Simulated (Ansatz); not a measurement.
A nudged elastic band was laid between two geometries of CH₅BS (8 atoms, charge 0, multiplicity 1).

These are results of RKS PBE0-D4/def2-mTZVP in Ansatz, not measurements.

```yaml
movable_images: 5
climbing_image: yes
spring: 5.0 eV/Å²
optimiser: quadratic models (default)
start_path: through a guess of the saddle point
force_threshold: 0.05 eV/Å
iteration_limit: 60
end_points: relaxed
```

Image 0:

```xyz
8
Properties=species:S:1:pos:R:3
C -0.630 0.850 -0.266
B 0.346 -0.359 -0.154
S 0.588 -1.162 1.424
H -1.413 0.627 -1.000
H -0.100 1.721 -0.670
H -1.115 1.149 0.665
H 0.943 -0.773 -1.101
H 1.474 -2.110 1.045
```

Image 6:

```xyz
8
Properties=species:S:1:pos:R:3
C -0.631 0.850 -0.266
B 0.344 -0.360 -0.154
S 0.587 -1.164 1.424
H -0.094 1.724 -0.654
H -1.405 0.636 -1.013
H -1.126 1.141 0.662
H 0.942 -0.774 -1.101
H 1.475 -2.109 1.044
```

(1) Which bonds break or form, and what moves?

(2) What energy profile does the band end with?

(3) What is the geometry of the highest image?

Answers

(1) No bond is made or broken.  The two ends are copies of one structure, up to a mirror image or an exchange of like atoms.

(2) The forces met the threshold. The highest image is number 3 of 0 to 6, 363.0 kJ/mol above the ends, which have the same energy within 2 meV. Neighbouring images differ by up to 1.9 eV, so the band resolves the path poorly. A vibrational analysis at the climbing image gives one clearly imaginary mode, 1724i cm⁻¹: a first-order saddle point.

```
image  path coordinate (Å)  energy (kJ/mol)
    0                 0.00              0.0
    1                 0.65             34.9
    2                 1.30            180.8
    3                 1.95            363.0
    4                 2.61            178.6
    5                 3.27             33.7
    6                 3.92              0.0
```

(3) 
```xyz
8
Properties=species:S:1:pos:R:3:forces:R:3
C -0.565 1.013 -0.192 0.00 0.00 0.02
B 0.208 -0.324 -0.167 0.02 -0.02 -0.01
S 0.491 -1.116 1.455 0.00 0.01 0.00
H -0.174 0.497 -1.114 -0.01 0.01 0.00
H -0.980 1.836 -0.760 0.00 -0.01 -0.01
H -0.719 1.104 0.870 -0.01 0.00 0.00
H 0.642 -0.899 -1.128 -0.01 0.01 0.00
H 1.188 -2.169 0.979 0.00 -0.01 0.00
```

Run time: 8.1 min on 1 thread of Intel(R) Xeon(R) Processor @ 2.50GHz (Skylake/Cascade Lake), with other jobs on the host, peak memory 0.15 GiB.
